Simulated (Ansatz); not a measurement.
Two isomers of C2H5NO: A = `C=C(N)O`, B = `C/C=N/O`.

Calculated with Ansatz (gas phase, PBE0-D4/def2-TZVP geometries, no zero-point term in ΔE). CBS: MP2 limit from def2 TZ/QZ plus the TZ coupled-cluster correction, frozen cores. Functionals use def2-TZVPP. B3LYP here is the variant with VWN-RPA as its local correlation; programs differ in this. Each species was taken in one conformer, which may not be the lowest.

**Question.** Which is lower in electronic energy at CCSD(T)/CBS, and by how much? (Estimate.)

**Answer.** Ansatz gave: A, by 118.9 kJ/mol.

**Question.** Give E(B) − E(A) in kJ/mol with B3LYP-D4, MP2/def2-TZVPP, BLYP-D4, HF/def2-TZVPP, CCSD/def2-TZVPP, CCSD(T)/def2-SVP, ωB97M-V. (An estimate is asked.)

**Answer.** The calculation gave: B3LYP-D4 117.4, MP2/def2-TZVPP 126.3, BLYP-D4 105.3, HF/def2-TZVPP 135.6, CCSD/def2-TZVPP 118.2, CCSD(T)/def2-SVP 103.5, ωB97M-V 122.2. None reverses the order clearly.

**Question.** Does the order hold for the free energy at 298.15 K (harmonic terms from PBE0-D4)? (Estimate.)

**Answer.** The calculation gave: Yes: G(B) − G(A) = +116.5 kJ/mol, for one conformer each.

Largest T1 diagnostic: 0.013.

From PBE to PBE0 (25 % exact exchange), in def2-TZVPP and without D4, E(B) − E(A) moves by +13.2 kJ/mol. In def2-TZVPP, CCSD(T) changes the Hartree–Fock value by −21.3 kJ/mol (the triples alone add −3.9 kJ/mol) and MP2 by −9.3 kJ/mol.
